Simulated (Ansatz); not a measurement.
Results of r²SCAN+SOC in Ansatz (plane waves, PAW) for litharge PbO.

Settings: plane-wave cutoff 560 eV, 8×8×8 k mesh, Fermi–Dirac smearing 0.01 eV, PAW data made under PBE.

The cell is scaled about its equilibrium volume:

Shape and atoms are relaxed at each volume.

```csv
V (Å³/atom),P (GPa),direct gap at Γ (eV),smallest gap on the k mesh (eV),c (Å)
20.261,0.66,2.524,1.560,5.147
20.684,0.30,2.454,1.658,5.248
21.106,0.01,2.394,1.759,5.350
21.528,-0.23,2.344,1.860,5.453
21.950,-0.40,2.304,1.961,5.557
```

The fundamental gap (1.76 eV at the equilibrium volume, with added k points) lies elsewhere than Γ–Γ.

Note: for a layered or molecular solid the relaxed cell lies over 5 % above the published volume, where the minimum can be shallow; the cell comes from a level without a dispersion term, which matters for the spacing of layers, chains or molecules; the bulk modulus comes from volumes at which shape and atoms were relaxed.

Ansatz is a first-principles code.
